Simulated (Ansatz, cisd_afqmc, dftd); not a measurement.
Reaction: CHN (formonitrile, SMILES C#N) → CHN (SMILES [NH+]#[C-])
Each species at its own B3LYP-D3(BJ)/def2-TZVP minimum (Ansatz, a program for electronic structure).

Wanted: isomerisation energy (electronic), in kJ/mol. UHF or UKS for unpaired electrons; spin-orbit terms are left out. Correlated methods leave the cores frozen. Rows without X2C or -DK are non-relativistic. AFQMC is phaseless with a CISD trial state; ± is one standard error, without the phaseless bias. Outlying blocks are dropped, and bars are widened where a walk drifts. Over all cases where full CI ran beside it in this data, AFQMC minus full CI had a median of +0.1 mEh and passed +0.4 mEh in a tenth of the cases. CBS(X,Y): correlation extrapolated as X^-3, Hartree-Fock from the larger set (Q,5: extrapolated as (X+1)exp(-9√X)). A bracket is a step between two methods taken in the basis named. Functionals run without relativity, which enters their misses. '+ core + X2C': CCSD(T) terms for core correlation (cc-pwCVTZ) and scalar relativity (cc-pVTZ-DK).

```
level                                                                                                          program  isomerisation energy (kJ/mol)  difference against the last row
------------------------------------------------------------------------------------------------------  --------------  -----------------------------  -------------------------------
PBE-D4/def2-TZVPD                                                                                       Ansatz + dftd4                           62.8                             -0.6
MP2/CBS(cc-pVQZ,cc-pV5Z)                                                                                        Ansatz                           73.7                             10.3
CCSD/cc-pVDZ                                                                                                    Ansatz                           64.1                              0.7
CCSD/cc-pVQZ                                                                                                    Ansatz                           60.4                             -3.0
CCSD(T)/cc-pVDZ                                                                                                 Ansatz                           65.1                              1.7
CCSD(T)/cc-pVQZ                                                                                                 Ansatz                           61.8                             -1.6
CCSD(T)/CBS(cc-pVTZ,cc-pVQZ) + core + X2C                                                                       Ansatz                           63.0                             -0.4
CCSDT(Q)/cc-pVDZ                                                                                                Ansatz                           65.5                              2.1
CCSDT(Q)/cc-pVQZ                                                                                                Ansatz                           62.1                             -1.3
AFQMC/CISD/cc-pVTZ                                                                                          cisd_afqmc                     62.9 ± 1.2                             -0.5
CCSD(T)/CBS(cc-pVQZ,cc-pV5Z) + [CCSDT(Q) - CCSD(T)]/cc-pVDZ + core + X2C                                        Ansatz                           63.7                              0.3
CCSD(T)/CBS(cc-pVQZ,cc-pV5Z) + [CCSDT(Q) - CCSD(T)]/cc-pVQZ + [CCSDTQ - CCSDT(Q)]/cc-pVDZ + core + X2C          Ansatz                           63.4                              0.0
```
